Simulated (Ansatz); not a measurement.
Molecule: CN (charge +1, singlet). 
Coordinates optimised at B3LYP-D3(BJ)/def2-TZVP (Ansatz, a first-principles code):
```xyz
2

C      0.0000     0.0000    -0.6312
N      0.0000     0.0000     0.5411
```
Charge +1, spin multiplicity 1.

Parts of the frozen-core correlation energy in STO-3G (Ansatz, hartree). Frozen orbitals: 2; correlated occupied orbitals by spin: 4 and 4; virtual: 4 and 4. Spin-orbit coupling is left out. No relativistic terms. The restricted reference is unstable. The program attaches cautions to this run: other roots.

```csv
term,value
reference (HF),-90.48265
MP2 opposite-spin,-0.18917
MP2 same-spin,-0.06290
CCSD correlation,-0.26018
(T),-0.01994
FCI minus CCSD(T),0.00196
T1 diagnostic,0.068
largest doubles amplitude,0.385
```
